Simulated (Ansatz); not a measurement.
A nudged elastic band was laid between two geometries of BFH2 + Cl (5 atoms, charge 0, multiplicity 2).

These are results of Ansatz 0.2.0, UHF/def2-SVP, not measurements.

```json
{
  "movable images": "9",
  "climbing image": "yes",
  "spring": "5.0 eV/Å²",
  "optimiser": "quadratic models (default)",
  "start path": "through a guess of the saddle point",
  "force threshold": "0.03 eV/Å",
  "iteration limit": "60",
  "end points": "relaxed"
}
```

First end point:

```xyz
5
Properties=species:S:1:pos:R:3
B 0.000 0.000 -0.185
F 0.000 0.000 1.128
H 1.056 0.000 -0.748
H -1.056 0.000 -0.748
Cl 0.000 0.000 4.302
```

Last end point:

```xyz
5
Properties=species:S:1:pos:R:3
B 0.000 0.000 -1.237
F 0.000 0.000 3.452
H 1.071 0.000 -1.766
H -1.071 0.000 -1.766
Cl 0.000 0.000 5.066
```

What changes between the two ends?

Bonds broken: B1–F2. Bonds formed: F2–Cl5. BFH2 + Cl becomes BH2 + ClF.

What energy profile does the band end with?

The run converged. The highest image is number 6 of 0 to 10, 5.95 eV above the first end and 0.33 eV above the last; the last end lies 5.62 eV above the first. Neighbouring images differ by up to 1.8 eV, so the band resolves the path poorly. A vibrational analysis at the climbing image gives 2 clearly imaginary modes (742i, 218i cm⁻¹): a point of higher order. A lower path may pass nearby, or the ends, which weren't checked, may share the extra mode.

| image | path coordinate (Å) | energy (eV) | B1–F2 (Å) | F2–Cl5 (Å) |
| --- | --- | --- | --- | --- |
| 0 | 0.00 | 0.00 | 1.31 | 3.17 |
| 1 | 0.22 | 0.01 | 1.31 | 2.93 |
| 2 | 0.44 | 0.49 | 1.43 | 2.66 |
| 3 | 0.66 | 2.09 | 1.70 | 2.46 |
| 4 | 0.88 | 3.91 | 1.99 | 2.26 |
| 5 | 1.10 | 5.36 | 2.27 | 2.03 |
| 6 | 1.32 | 5.95 | 2.52 | 1.76 |
| 7 | 1.90 | 5.67 | 3.11 | 1.61 |
| 8 | 2.48 | 5.63 | 3.63 | 1.61 |
| 9 | 3.06 | 5.62 | 4.16 | 1.61 |
| 10 | 3.64 | 5.62 | 4.69 | 1.61 |

What is the geometry of the highest image?


```xyz
5
Properties=species:S:1:pos:R:3
B 0.005 0.000 -0.401
F 0.004 0.000 2.114
H 1.074 0.000 -0.932
H -1.076 0.000 -0.906
Cl -0.006 0.000 3.875
```

The run took 2.2 min on 1 thread of Arm Neoverse V2, with other jobs on the host, peak memory 0.13 GiB.
